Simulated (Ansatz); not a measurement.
# C₂H₈N₂: up Jacob's ladder to CCSD(T)

The task here is to estimate one member of a computed series from the others.

The runs use Ansatz 0.2.0, Gaussian basis; functionals in def2-TZVPP, the program's frozen cores in correlated methods.

The runs, in order: LDA (SPW92), PBE-D4, revPBE-D4, BLYP-D4, r2SCAN-D4, B97M-V, PBE0-D4, B3LYP-D4, r2SCANh-D4, r2SCAN0-D4, HSE06-D4, BHLYP-D4, CAM-B3LYP-D4, LC-ωPBE, ωB97X-V, ωB97M-V, B2PLYP, PBE-QIDH; CCSD(T)/def2-SVP; CCSD(T)/def2-TZVPP; MP2/def2-QZVPP; extrapolation to the limit; RPA on PBE.

### The relaxed structure

All runs share one geometry, relaxed beforehand with PBE0-D4 in a triple-zeta def2 set.

SMILES `CCNN`, 12 atoms, charge 0, spin multiplicity 1.

Atoms are counted from 1 here; the program's logs count them from 0.

Bond lengths: C1–C2 1.521 Å, C1–H5 1.092 Å, C1–H6 1.093 Å, C1–H7 1.095 Å, C2–N3 1.450 Å, C2–H8 1.093 Å, C2–H9 1.095 Å, N3–N4 1.412 Å, N3–H10 1.016 Å, N4–H11 1.015 Å, N4–H12 1.010 Å. Angles: C2–C1–H5 110.9°, C2–C1–H6 111.0°, C2–C1–H7 111.1°, H5–C1–H6 107.6°, H5–C1–H7 108.4°, H6–C1–H7 107.6°, C1–C2–N3 115.6°, C1–C2–H8 109.9°, C1–C2–H9 110.0°, N3–C2–H8 107.1°, N3–C2–H9 106.8°, H8–C2–H9 107.2°, C2–N3–N4 111.5°, C2–N3–H10 109.7°, N4–N3–H10 111.5°, N3–N4–H11 112.9°, N3–N4–H12 108.5°, H11–N4–H12 108.5°.

Coordinates:

```xyz
12

C    -0.83841    1.09550   -0.15974
C    -0.09469    0.24842    0.86184
N     0.94805   -0.60556    0.32793
N     0.42721   -1.55457   -0.57872
H    -1.34637    0.46535   -0.89348
H    -1.59718    1.71583    0.32431
H    -0.15366    1.76376   -0.69216
H    -0.79922   -0.39823    1.39155
H     0.37785    0.89343    1.61030
H     1.66983   -0.03530   -0.10348
H     0.39253   -1.21183   -1.53391
H     1.01405   -2.37679   -0.55445
```

The first run:

The input, in.yaml:

```yaml
crystal:
  periodic: [false, false, false]
  atoms:
    - {symbol: C, position_ang: [-0.838411, 1.095500, -0.159737]}
    - {symbol: C, position_ang: [-0.094687, 0.248416, 0.861840]}
    - {symbol: N, position_ang: [0.948046, -0.605562, 0.327930]}
    - {symbol: N, position_ang: [0.427208, -1.554571, -0.578718]}
    - {symbol: H, position_ang: [-1.346365, 0.465346, -0.893476]}
    - {symbol: H, position_ang: [-1.597178, 1.715828, 0.324308]}
    - {symbol: H, position_ang: [-0.153655, 1.763758, -0.692160]}
    - {symbol: H, position_ang: [-0.799220, -0.398227, 1.391545]}
    - {symbol: H, position_ang: [0.377855, 0.893431, 1.610303]}
    - {symbol: H, position_ang: [1.669829, -0.035296, -0.103483]}
    - {symbol: H, position_ang: [0.392533, -1.211835, -1.533911]}
    - {symbol: H, position_ang: [1.014054, -2.376788, -0.554452]}
basis:
  gaussian: {orbitals: def2-TZVPP}
hamiltonian: {xc: lda}
output: {orbitals: {seedname: orbitals}}
```

Started as:

```
> ansatz run in.yaml --threads 4 --pin off --events-out ev --progress --plain --max-ram 10444MiB
```

Among the steps run: LDA; PBE-D4 (GGA); revPBE-D4 (GGA); BLYP-D4 (GGA); r2SCAN-D4 (meta-GGA); B97M-V (meta-GGA); PBE0-D4 (hybrid); B3LYP-D4 (hybrid); r2SCANh-D4 (hybrid); r2SCAN0-D4 (hybrid); HSE06-D4 (hybrid); BHLYP-D4 (hybrid); CAM-B3LYP-D4 (range-separated); LC-ωPBE (range-separated); ωB97X-V (range-separated); ωB97M-V (range-separated); B2PLYP (double hybrid); PBE-QIDH (double hybrid).

One table of the session follows, with a row left open; its other results are not shown here.

It belongs to the step «Frontier levels by functional». 

| functional | HOMO (eV) | LUMO (eV) | gap (eV) |
| --- | --- | --- | --- |
| LDA (SPW92) | -5.20 | 0.00 | 5.21 |
| PBE-D4 | -5.10 | 0.14 | 5.24 |
| revPBE-D4 | -5.05 | 0.21 | 5.27 |
| BLYP-D4 | -5.02 | 0.10 | 5.12 |
| r2SCAN-D4 | -5.38 | 0.91 | 6.29 |
| B97M-V | -5.57 | 0.35 | 5.92 |
| PBE0-D4 | -6.58 | 0.97 | 7.55 |
| B3LYP-D4 | -6.36 | 0.61 | 6.96 |
| r2SCANh-D4 | ? | ? | ? |
| r2SCAN0-D4 | -6.78 | 1.48 | 8.26 |
| HSE06-D4 | -6.17 | 0.60 | 6.77 |
| BHLYP-D4 | -8.01 | 1.56 | 9.57 |
| CAM-B3LYP-D4 | -8.03 | 1.71 | 9.74 |
| LC-ωPBE | -9.39 | 3.04 | 12.43 |
| ωB97X-V | -9.06 | 2.84 | 11.89 |
| ωB97M-V | -8.98 | 2.38 | 11.36 |

**Question.** Estimate the row for r2SCANh-D4.

Worked estimate for «HOMO (eV)». Against the share of exact exchange, r2SCAN-D4 (0, -5.38), r2SCAN0-D4 (0.25, -6.78) give a slope of -5.60 per unit share; at 0.1 the line stands at -5.94.

The run gave: HOMO (eV): -5.94; LUMO (eV): 1.15; gap (eV): 7.09. In «HOMO (eV)» the line misses by 0.00.
